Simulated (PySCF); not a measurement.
CH2, SMILES [CH2] (connectivity only; charge and spin as stated), neutral, multiplicity 1.

Geometry optimised at B3LYP-D3(BJ)/def2-TZVPD. The isomer is the one that the SMILES or the coordinates give; other isomers of the formula were not compared.

Calculation: r2SCAN/def2-TZVPD in PySCF.

Isolated molecule, no solvent.

- total energy = -39.11076 hartree
- point group = C2v
- highest occupied level = -6.22 eV
- lowest empty level = -4.51 eV
- orbital gap = 1.71 eV
- dipole moment = 0.371 e·Å
- quadrupole, principal values (traceless, Buckingham form, about the centre of nuclear charge) = -2.80, 0.86, 1.94 D·Å
- mean static polarisability = 16.7 bohr³ (2.47 Å³)
- polarisability, principal values = 14.0, 17.1, 19.0 bohr³
